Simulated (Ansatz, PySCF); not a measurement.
Reaction: CH2O2 (SMILES O=CO) → HO (SMILES [OH], doublet) + CHO (SMILES O=[CH], doublet) (the C-O bond breaks)
Each species at its own B3LYP-D3(BJ)/def2-TZVP minimum (Ansatz, a quantum-chemistry and plane-wave program), one conformer.

Quantity: bond dissociation energy (enthalpy at 298 K, ideal-gas terms from PySCF's Hessians at B3LYP-D3(BJ)/def2-TZVP), in kcal/mol. Open shells are spin-unrestricted; no spin-orbit coupling. CBS(X,Y): correlation extrapolated as X^-3, Hartree-Fock from the larger set (Q,5: extrapolated as (X+1)exp(-9√X)). A bracket is a step between two methods taken in the basis named. Functionals run without relativity, which enters their misses. 'core' is core correlation in cc-pwCVTZ, 'X2C' scalar relativity in cc-pVTZ-DK, both at CCSD(T).

From measured enthalpies of formation at 298 K: 109.9 kcal/mol (G2/97 table in ASE (Curtiss et al.)). The calculations leave out spin-orbit terms.

### Question
How far off this value is PBE/def2-TZVPD (Ansatz), in which direction, and which of these levels come nearer: r2SCAN/def2-TZVPD, wB97M-V/def2-TZVPD, CCSD(T)/CBS(cc-pVQZ,cc-pV5Z) + core + X2C?

### Answer
PBE gives 111.3 kcal/mol, 1.4 kcal/mol above it. Errors of the others: r2SCAN/def2-TZVPD (Ansatz) -3.1; wB97M-V/def2-TZVPD (Ansatz) -0.7; CCSD(T)/CBS(cc-pVQZ,cc-pV5Z) + core + X2C (Ansatz) -0.3; CCSD(T)/CBS(cc-pVQZ,cc-pV5Z) + [CCSDT(Q) - CCSD(T)]/cc-pVDZ + core + X2C (Ansatz) -0.3 kcal/mol. Nearer than PBE: wB97M-V/def2-TZVPD, CCSD(T)/CBS(cc-pVQZ,cc-pV5Z) + core + X2C, CCSD(T)/CBS(cc-pVQZ,cc-pV5Z) + [CCSDT(Q) - CCSD(T)]/cc-pVDZ + core + X2C.
